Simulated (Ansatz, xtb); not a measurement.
CH2BCl: which of two isomers lies lower

We compare I, `[BH2-]=[C+]Cl`, a singlet, with II, `B=CCl`, a singlet. Both are isolated molecules in the gas phase, relaxed with PBE0-D3(BJ)/pcseg-1.

I (Å):

```yaml
atoms:
  - { symbol: C, position_ang: [1.8652, 0.6754, 0.1064] }
  - { symbol: B, position_ang: [1.3400, 1.8788, 0.5474] }
  - { symbol: Cl, position_ang: [2.4793, -0.7280, -0.4089] }
  - { symbol: H, position_ang: [0.2797, 1.8615, 1.1160] }
  - { symbol: H, position_ang: [1.9732, 2.8806, 0.3382] }
```

II (Å):

```tsv
atom	x (Å)	y (Å)	z (Å)
C	-1.1149	-0.4374	0.3622
B	0.0598	-0.1178	-0.3090
Cl	-2.6726	-0.3751	-0.4195
H	1.0721	0.1480	-0.8540
H	-1.1473	-0.7449	1.4076
```

Quicker runs give these differences E(II) − E(I): GFN2-xTB −59.3 kJ/mol; HF/STO-3G −112.7 kJ/mol (at GFN2-xTB geometries); r2SCAN-D4/def2-SVP −82.6 kJ/mol (at GFN2-xTB geometries).

**Question.** Estimate E(II) − E(I) at the level CCSD(T)/def2-TZVPP.

**Answer.** Calculated at CCSD(T)/def2-TZVPP: E(II) − E(I) = −97.1 kJ/mol, so structure II lies lower.

Level by level:

| level | geometry | E(II) − E(I) (kJ/mol) | departure from the last row (kJ/mol) | job, with rough time for the two |
| --- | --- | --- | --- | --- |
| GFN2-xTB | GFN2-xTB | −59.3 | +37.8 | optimisation, 0.084 s |
| HF/STO-3G | GFN2-xTB | −112.7 | −15.6 | single point, 0.16 s |
| r2SCAN-D4/def2-SVP | GFN2-xTB | −82.6 | +14.5 | single point, 1.9 s |
| PBE0-D3(BJ)/pcseg-1 | PBE0-D3(BJ)/pcseg-1 | −94.9 | +2.2 | optimisation, 13 s |
| HF/def2-TZVPP | PBE0-D3(BJ)/pcseg-1 | −103.8 | −6.7 | part of the CCSD(T) run |
| MP2/def2-TZVPP | PBE0-D3(BJ)/pcseg-1 | −115.3 | −18.2 | part of the CCSD(T) run |
| CCSD(T)/def2-TZVPP | PBE0-D3(BJ)/pcseg-1 | −97.1 |  | single point, 26 s |

As drawn, II has 1 C–H in place of 1 B–H.

The levels shown agree on the order. The largest departure from CCSD(T)/def2-TZVPP is that of GFN2-xTB, 37.8 kJ/mol.

With harmonic frequencies from PBE0-D3(BJ)/pcseg-1 (ideal gas, rigid rotor, one conformer each, 298.15 K, 1 atm): on the last row, ΔE + ΔZPE = −88.4, ΔH = −90.0, ΔG = −89.1 kJ/mol.

The T1 diagnostic of structure I is large, so the coupled-cluster value is less sure. The correlated steps freeze 7 core orbitals. Programs: Ansatz 0.2.0, xtb 6.7.1; the last row on 1 thread of Arm Neoverse V2 on a shared host.
